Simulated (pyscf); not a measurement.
Single points on ωB97X-D3(BJ)/def2-SVP structures (PySCF, gas phase).

### Question
What is the homolytic dissociation enthalpy (298 K, ωB97M-D3(BJ)/def2-TZVP) of the F–Sn bond of H₃C–Sn(F)(F)–F, to H₃C–Sn•(F)–F + F•?

### Answer
F–Sn to H₃C–Sn•(F)–F + F•: 468.8 kJ/mol. The 7 functionals that were run give +455.4 (B3LYP-D3(BJ)) to +479.2 kJ/mol (ωB97X-D3(BJ)/def2-TZVP). Other isomers of H₃C–Sn•(F)–F were not searched in full and may lie lower. Left out: the spin-orbit lowering of F. Elements past Kr carry the def2 core potentials, without spin-orbit coupling.
